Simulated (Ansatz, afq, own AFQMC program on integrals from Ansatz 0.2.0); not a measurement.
## GaBr⁺, doublet: AFQMC among the cluster methods

| atom | x (Å) | y (Å) | z (Å) |
| --- | --- | --- | --- |
| Ga | 0.0000 | 0.0000 | 0.0000 |
| Br | 0.0000 | 0.0000 | 2.5090 |

Basis cc-pVDZ. Noble-gas cores (and the filled d shells of Ga–Kr and In–Xe) are frozen. Ansatz 0.2.0 and our own AFQMC program on the same integrals; the CISD trial comes from CCSD amplitudes, and released means the phaseless constraint is let go. Error bars are statistical, one sigma. No spin–orbit coupling.

Determinant: UHF, the one that the program's search chose, which needn't be the lowest solution. The geometry is a point of a scan.

No full CI on the walks' own integrals is used here; CCSDT(Q) serves as the reference and is uncertain by about the last step of the cluster series.

Cautions: no relativity below Rb; no spin-orbit coupling; inner d shell frozen; unrestricted determinant slightly spin contaminated (⟨S²⟩ 0.81 against 0.75).

The T1 diagnostic is 0.0248. The weight of the determinant in the CISD state is 0.894, the ⟨S²⟩ of the determinant is 0.813 and the size of the correlated space is 9 electrons in 26 orbitals.

```json
{"level": "MP2", "correlation energy (eV)": "-3.5546"}
{"level": "CCSD", "correlation energy (eV)": "-4.1821"}
{"level": "CCSD(T)", "correlation energy (eV)": "-4.2854"}
```

(1) Estimate where phaseless AFQMC with a CISD trial lies against CCSD(T) on the same integrals.

(1) 0.6 ± 0.8 kJ/mol below CCSD(T). The gap is under twice the noise, so this walk alone can't tell the two apart.

Reference: CCSDT(Q), correlation energy -4.318 eV. The released energy is read at 2.40 1/Eh (meV from the phaseless value at times in 1/Eh: -10 ± 10 at 0.24, -12 ± 8 at 0.51, -12 ± 10 at 0.99, -25 ± 12 at 1.62, -21 ± 9 at 2.40).

```
         level  E − E(reference) (kJ/mol)  share of correlation (%)
       CCSD(T)                        3.2                     99.24
         CCSDT                        1.1                     99.74
 ph-AFQMC/CISD                  2.5 ± 0.8                     99.40
released AFQMC                  0.5 ± 0.9                     99.89
```

A walk keeps the symmetry of its determinant, which the program's search chose and which needn't be the lowest solution, so a lower state of the same spin and another symmetry isn't excluded. Released energies are given only where the last usable release times agree within the noise; a slower fall can still hide under it.
